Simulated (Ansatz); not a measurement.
A made-up structure of C2HO, doublet:

C1  (0.198, -0.940, -1.212)
C2  (0.388, -0.215, 0.110)
O3  (-0.508, 0.174, -0.713)
H4  (-1.139, 0.777, -0.288)
(Å)

It is relaxed with PBE-D4/def2-SVP and then PBE0-D4/def2-TZVP (Ansatz 0.2.0). Atoms count as bonded within 1.22 times the sum of their covalent radii (H–H: 0.88 Å). The end point is not checked to be a true minimum.

**Question.** Does its bonding change? (A judgement: the text doesn't fix the answer.)

**Answer.** Computed: Yes. Formed: none; broken: C1–O3.

Where it ends: The first stage lowers the energy by 4.18 eV in 17 steps. It ends as C₂HO ([C][C][OH]):
C1  (0.628, -1.470, -0.867)
C2  (0.071, -0.343, -0.620)
O3  (-0.400, 0.819, -0.381)
H4  (-1.360, 0.789, -0.236)
(Å)

Labels in which every atom is bracketed show which atoms are joined, not bond orders.

For scale, one of the runs: PBE0-D4/def2-TZVP relaxation, 99 basis functions, launched by `ansatz run in.yaml --threads 2 --pin off --events-out ev --progress --plain --max-ram 4352MiB`. Hardware: 2 CPU threads of an Arm Neoverse V2, shared host. Wall time about 17 s.
